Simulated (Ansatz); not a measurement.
Results of r²SCAN+rVV10 in Ansatz (plane waves, PAW) for 2H MoS2.

Numerical settings: plane-wave cutoff 500 eV, 12×12×4 k mesh (along the axes of the cell as run), gaussian smearing 0.02 eV, scalar-relativistic PAW data made under PBE.

Computed at the level's own relaxed cell.

Question: Give the computed volume per atom, lattice parameter a and lattice parameter c.

Answer: 
* **volume per atom**: 18.07 Å³/atom
* **lattice parameter a**: 3.173 Å
* **lattice parameter c**: 12.438 Å

Measured, for comparison: lattice constant a 3.16 Å, lattice parameter c 12.294 Å (300 K, not corrected to a static lattice; as tabulated in arXiv:1605.07067). Computed (rounded) less measured: lattice constant a +0.4 %, lattice parameter c +1.2 %.

The computed numbers hold no vibrational or temperature effects.

Ansatz is an electronic-structure program.
